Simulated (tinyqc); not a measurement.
Stretching all distances: RHF, UHF, MP2, CISD and CCSD against full CI in the sto-3g basis, for H3O+, spin multiplicity 1. Computed by the program tinyqc with PySCF. Command: `OMP_NUM_THREADS=1 python tinyqc.py 113374 113375 out.jsonl`; one thread of a shared host (Intel(R) Xeon(R) Processor @ 2.60GHz), about 30 s.

Geometry (angstrom):
```
atom        x        y       z
O      0.0000   0.0000  0.3760
H      0.8380   0.0000  0.0000
H     -0.4190   0.7260  0.0000
H     -0.4190  -0.7260  0.0000
```

All coordinates are multiplied by the scale. c0^2 is the weight of the RHF determinant in the lowest singlet FCI state (UHF is spin-contaminated and may lie near states of higher spin) and n(LUMO) the first natural occupation beyond the occupied space.

Full CI energy (hartree) and errors against it (kcal/mol):
```
scale   distance 1-2 (angstrom)      E(FCI)       RHF      UHF      MP2     CISD     CCSD  <S^2> UHF    c0^2  n(LUMO)
0.9800                   0.9001  -75.341100   35.0205  35.0205   7.6436   0.6796   0.1681     0.0000  0.9766   0.0168
1.1900                   1.0930  -75.386559   53.3824  53.3824  12.3812   1.9516   0.4595     0.0000  0.9515   0.0336
1.3900                   1.2767  -75.296774   77.7630  77.7630  18.4257   4.9003   1.0901     0.0000  0.9054   0.0624
1.6000                   1.4696  -75.175166  111.7069  91.9144  26.0116  11.4310   2.2174     1.1035  0.8200   0.1211
1.8100                   1.6625  -75.065680  153.7829  67.1855  33.7278  23.0153   2.7954     1.9067  0.6883   0.2227
2.0200                   1.8553  -74.981360  201.3436  41.0265  41.6148  40.1965  -2.7297     2.3223  0.5112   0.3620
```

UHF parts from RHF first at scale 1.6 of those listed, where <S^2> leaves zero. The weight c0^2 goes from 0.98 to 0.51 and n(LUMO) from 0.02 to 0.36: static correlation grows as the bonds break into open-shell fragments. The spread of the error along the curve, which distorts its shape, is CCSD 5.5, MP2 34.0, CISD 39.5, UHF 56.9, RHF 166.3 kcal/mol. Below FCI somewhere: CCSD, as non-variational methods may be. The table stops here: at scale 2.22 and beyond, the reference weight falls under 0.45 or RHF, UHF or CCSD hop between solutions, so those rows were left out and the spreads given cover only the rows shown. As computed, partly on other solutions, the errors there reach in size RHF 247, UHF 23, MP2 56, CISD 62, CCSD 24 kcal/mol.
